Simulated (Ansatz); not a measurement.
System: C2H3, net charge 0, doublet state. It need not be the lowest isomer of its formula. 
Coordinates optimised at B3LYP-D3(BJ)/def2-TZVP (Ansatz, an electronic-structure program):
```
C
C 1 1.3014
H 2 1.0786 1 138.61
H 1 1.0866 2 122.29 3 -180.00
H 1 1.0922 4 115.87 2 -180.00
```
Charge 0, spin multiplicity 2.

Wanted: vertical electron affinity (to the singlet state of charge -1; a negative value means that the extra electron is unbound and the number depends on the basis; each state is the SCF solution reached for its spin; the UHF <S^2> is 0.93 for the doublet (pure: 0.75)), in eV. Correlated levels leave the core frozen unless marked. UHF or UKS for open shells. No spin-orbit coupling. Non-relativistic. Anions need diffuse functions: aug- sets have them; def2-D sets add few. CBS marks a two-point X^-3 extrapolation of the correlation energy; Hartree-Fock from the larger set. The bracket is a focal-point correction in the basis named.

RI-MP2/CBS(aug-cc-pVTZ,aug-cc-pVQZ)+[CCSD(T)-MP2]/aug-cc-pVTZ (Ansatz) gives 0.18 eV.

**Question.** Another calculation gave 0.00 eV. Which level was it?
A. CAM-B3LYP/def2-TZVPD (Ansatz)
B. SVWN5/def2-TZVPD (Ansatz)
C. r2SCAN/def2-TZVPD (Ansatz)

**Answer.** A, CAM-B3LYP/def2-TZVPD (Ansatz). The others give -0.20 (r2SCAN), 0.25 (SVWN5) eV.
